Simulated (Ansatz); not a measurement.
Basis-set extrapolation for C2H3FO2, SMILES `O=CC(O)F` (PBE0-D4/def2-TZVP geometry, frozen core, Ansatz 0.2.0). Multiplicity 1, RHF reference.

|  | def2-TZVPP | def2-QZVPP |
| --- | --- | --- |
| HF | -326.771136 | -326.785699 |
| MP2 correlation | -1.034726 | -1.118161 |
| CCSD(T) correlation | -1.088905 | not run |

Energies in hartree. Use E(X) = E(∞) + A·exp(−7.88·√X) for Hartree–Fock and E(X) = E(∞) + B·X^(−2.97) for correlation, with X = 3 and 4, and add CCSD(T) minus MP2 of the smaller set to the MP2 limit.

**Question.** What is the CCSD(T) energy at the basis-set limit?

**Answer.** HF limit: -326.785699 + (-0.014563) × 0.13774 = -326.78770. MP2 limit: -1.118161 + (-0.083435) × 0.74074 = -1.17996. Higher-order term: -1.088905 − (-1.034726) = -0.05418. Total: -328.02184 hartree, 4.40 eV below CCSD(T)/def2-TZVPP.
